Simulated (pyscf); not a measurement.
Optimised with ωB97X-D3(BJ)/def2-SVPD in PySCF. MP2 and CC: frozen core, UHF for open shells. ΔMP2 is the change of the MP2 total energy from the triple- to the quadruple-zeta basis.

Question: PBE/def2-TZVPD puts the barrier of H₃C–CH(O⁻)–OH → CH₄ + O=CH–O⁻ (elimination; singlet surface; C–C, H–O broken, C–H formed) at 130.8 kJ/mol and the reaction energy at -105.1 kJ/mol, from the reactant's lowest minimum found. What do r²SCAN/def2-TZVPD, PBE0-D3(BJ)/def2-TZVPD, CCSD(T)/def2-TZVPPD + ΔMP2(QZVPPD) give on the same structures?

Answer: r²SCAN: ΔE‡ = 138.6 kJ/mol, ΔE = -103.4 kJ/mol; PBE0-D3(BJ): ΔE‡ = 144.4 kJ/mol, ΔE = -95.6 kJ/mol; CCSD(T): ΔE‡ = 149.6 kJ/mol, ΔE = -94.7 kJ/mol. PBE's barrier lies under all of them, by 7.9 to 18.8 kJ/mol. Its reaction energy lies under all of them, by 1.7 to 10.4 kJ/mol. On the reactant side the descent ends in a point that may be a rotor saddle (no frequency run), 27.9 kJ/mol over the lowest minimum found and 124.6 kJ/mol under the saddle at ωB97X-D3(BJ)/def2-TZVPD. This is the saddle that the search found; another between the same sides may lie lower. The CCSD(T) − MP2 part came from Ansatz, without density fitting, on the same reference.
